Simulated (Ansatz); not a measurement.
**CH₂Al (quartet): from Hartree-Fock to the top rungs at distance Al1–C2 = 2.110 Å, 6-31G**

Aim: climb from Hartree-Fock through coupled cluster and multireference methods for CH₂Al (quartet) at one geometry and basis, and see what each rung misses.

Method: 6-31G, core rule «outside noble gas», up to 6 orbitals frozen; program: Ansatz 0.2.0, Gaussian basis.

To be run: UHF; CCSD(T) on ROHF; CCSD(T) on UHF; BCCD(T) on ROHF; CISD; CCSDT(Q) on ROHF; CCSDT(Q) on UHF; CASSCF and MRCISD+Q, 5 electrons in 5 orbitals; CASSCF and NEVPT2, 5 electrons in 5 orbitals; CASSCF and MRCISD+Q, 9 electrons in 10 orbitals; CASSCF and NEVPT2, 9 electrons in 10 orbitals; Full CI.

18 further runs of the same task are left out: 15 that didn't finish, 3 set aside as unsound or not needed.

### Step 1. The geometry

The geometry derives from a PBE0/def2-TZVP stationary point (not a proven minimum). One bond is set to the value named and the two fragments are kept rigid.

4 atoms, charge 0, spin multiplicity 4.

Atoms are counted from 1 here; the program's logs count them from 0.

Bond lengths: Al1–C2 2.110 Å, Al1–H3 1.580 Å, Al1–H4 1.580 Å. Angles: C2–Al1–H3 117.7°, C2–Al1–H4 117.7°, H3–Al1–H4 124.6°.

### Step 2. UHF

Input file in.yaml:

```yaml
crystal:
  periodic: [false, false, false]
  atoms:
    - {symbol: Al, position_ang: [0.000000, 0.000000, 0.581859]}
    - {symbol: C, position_ang: [0.000000, 0.000000, -1.528141]}
    - {symbol: H, position_ang: [0.000000, 1.398998, 1.316834]}
    - {symbol: H, position_ang: [0.000000, -1.398998, 1.316834]}
basis:
  gaussian: {orbitals: 6-31G}
magnetization: {spin_polarized: true, initial_magnetization: 3}
hamiltonian: {xc: hf}
output: {orbitals: {seedname: orbitals}}
```

Command:

```sh
$ ansatz run in.yaml --threads 1 --pin off --events-out ev --progress --plain --max-ram 2393MiB
```

Further steps of the session: CCSD(T) on ROHF; CCSD(T) on UHF; BCCD(T) on ROHF; CISD; CCSDT(Q) on ROHF; CCSDT(Q) on UHF; CASSCF and MRCISD+Q, 5 electrons in 5 orbitals; CASSCF and NEVPT2, 5 electrons in 5 orbitals; CASSCF and MRCISD+Q, 9 electrons in 10 orbitals; CASSCF and NEVPT2, 9 electrons in 10 orbitals; Full CI.

Before running them: what should the planned runs give, taken together? Wanted: FCI below the RHF energy; RMP2 from FCI; UMP2 from FCI; RCCSD from FCI; RCCSD(T) from FCI; UCCSD(T) from FCI; RCCSDT(Q) from FCI; UCCSDT(Q) from FCI; MRCISD+Q pair from FCI.

As calculated:

| quantity | value |
| --- | --- |
| FCI below the RHF energy | -2.5089 eV |
| RMP2 from FCI | +70.1 kJ/mol |
| UMP2 from FCI | +68.9 kJ/mol |
| RCCSD from FCI | +6.7 kJ/mol |
| RCCSD(T) from FCI | +2.3 kJ/mol |
| UCCSD(T) from FCI | +2.2 kJ/mol |
| RCCSDT(Q) from FCI | +0.1 kJ/mol |
| UCCSDT(Q) from FCI | 0.0 kJ/mol |
| MRCISD+Q pair from FCI | +1.3 kJ/mol |
| NEVPT2 valence from FCI | +25.2 kJ/mol |
| MRCISD+Q valence from FCI | +2.1 kJ/mol |
| levels within 1 kcal/mol (43 meV) | RCCSD(T), UCCSD(T), BCCD(T), RCCSDT, UCCSDT, RCCSDT(Q), UCCSDT(Q), MRCISD+Q pair, MRCISD valence, MRCISD+Q valence |
| T1 diagnostic | 0.023 |
| effectively unpaired electrons | 3.03 |

In words: RCCSD(T) misses by +2.3 kJ/mol, 0.9 % of the correlation energy. One determinant dominates. Of the multireference levels listed MRCISD+Q pair comes nearest in total energy (+1.3 kJ/mol), which doesn't show that its space is the better one. These misses are within one basis, not against nature; the frozen cores of restricted and unrestricted runs differ, which can shift their rows.
